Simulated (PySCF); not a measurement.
Species: CH$_{5}$O, net charge 1, singlet state. It need not be the lowest isomer of its formula. 
Structure (B3LYP-D3(BJ)/def2-TZVP (Ansatz) minimum search):
SMILES: C[OH2+]
```xyz
7

C     -0.0253     0.7966     0.0062
O     -0.0097    -0.7215     0.0568
H     -1.0760     1.0586     0.0620
H      0.8807    -1.1190     0.1070
H      0.5157     1.1027     0.8946
H      0.4496     1.1089    -0.9184
H     -0.5406    -1.1585    -0.6365
```
Charge +1, spin multiplicity 1.

Dispersion corrections to the total energy (kcal/mol) from the dftd3 and dftd4 libraries through PySCF: D3(BJ) without and D4 with the three-body term, each with the damping fitted for the functional named.

| functional | D3(BJ) | D4 |
|---|---|---|
| PBE0 | ___ | -0.69 |
| B2GP-PLYP | -0.67 | ___ |
| BP86 | -2.08 | ___ |
| BLYP | -3.13 | -2.01 |
| BHLYP | -1.83 | -0.85 |
| HSE06 | -0.80 | -0.62 |
| CAM-B3LYP | -0.98 | -0.67 |

Fill in the missing entries.


- PBE0, D3(BJ): -1.23
- B2GP-PLYP, D4: -0.33
- BP86, D4: -1.04
